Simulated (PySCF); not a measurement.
C2H2ClN3.
SMILES with atom numbers: `[Cl:1][c:2]1[cH:3][n:4][n:5][nH:6]1` (hydrogens: H7 on C3; H8 on N6)

A linear-response calculation (PySCF, def2-SVPD basis, gas phase, vertical, core orbitals frozen in the response) gave these numbers; the functional is withheld.

Orbital energies (eV): HOMO-3 -12.05, HOMO-2 -11.08, HOMO-1 -9.94, HOMO -9.59, LUMO 1.21, LUMO+1 1.89, LUMO+2 2.20.

| state | E (eV) | f | main configurations (H = HOMO, L = LUMO) |
| --- | --- | --- | --- |
| S1 | 5.73 | 0.0076 | H-1→L (94%) |
| S2 | 6.59 | 0.190 | H→L (92%) |
| S3 | 6.77 | 0.0000 | H→L+1 (86%), H→L+6 (9%) |
| S4 | 7.14 | 0.0038 | H-1→L+3 (87%) |
| S5 | 7.29 | 0.025 | H→L+3 (52%), H-2→L (43%) |
| S6 | 7.55 | 0.0001 | H→L+2 (91%) |

Triplets, Tamm–Dancoff:

| state | E (eV) | λ (nm) | main configurations (H = HOMO, L = LUMO) |
| --- | --- | --- | --- |
| T1 | 4.57 | 271.5 | H→L (92%) |
| T2 | 4.80 | 258.5 | H-1→L (79%), H-1→L+3 (17%) |
| T3 | 5.87 | 211.1 | H-2→L (81%), H→L+3 (11%) |
| T4 | 5.97 | 207.7 | H→L+3 (77%), H-2→L (9%) |

Vertical ionisation energy by ΔSCF with the same functional: 9.94 eV. Mean static polarisability: 55.6 au.

Task: Which of these was used?
A. HF
B. wB97X-D
C. PBE
D. B3LYP

Result: B. wB97X-D is range-separated, 22% exact exchange at short range and 100% at long range (ω = 0.2 bohr⁻¹). In this run −ε(HOMO) = 9.59 eV differs from the ΔSCF value by -0.35 eV, and S1 differs from the orbital gap of 10.80 eV by -5.07 eV. The ratio −ε(HOMO)/IP is 0.96. Small neutral molecules mostly give 0.89 to 0.99 with wB97X-D, 0.5 to 0.7 with PBE, 0.67 to 0.83 with B3LYP; Hartree–Fock can't fall below 1, since the ion's relaxation only lowers the ΔSCF value. The other options: PBE, a GGA without exact exchange; HF, time-dependent Hartree–Fock, 100% exact exchange; B3LYP, a global hybrid with 20% exact exchange.

Computed, not measured: TDDFT wB97X-D/def2-SVPD, vertical, gas phase, core orbitals frozen in the response (PySCF 2.14.0, density-fitted response routines). Isolated species at its PBE0-D3(BJ)/def2-SVP geometry, gas phase.

On an AMD EPYC 7R43 with one thread, shared host, this took 39 s (with the writing of density and orbital grids) and 0.65 GiB of memory at its peak.
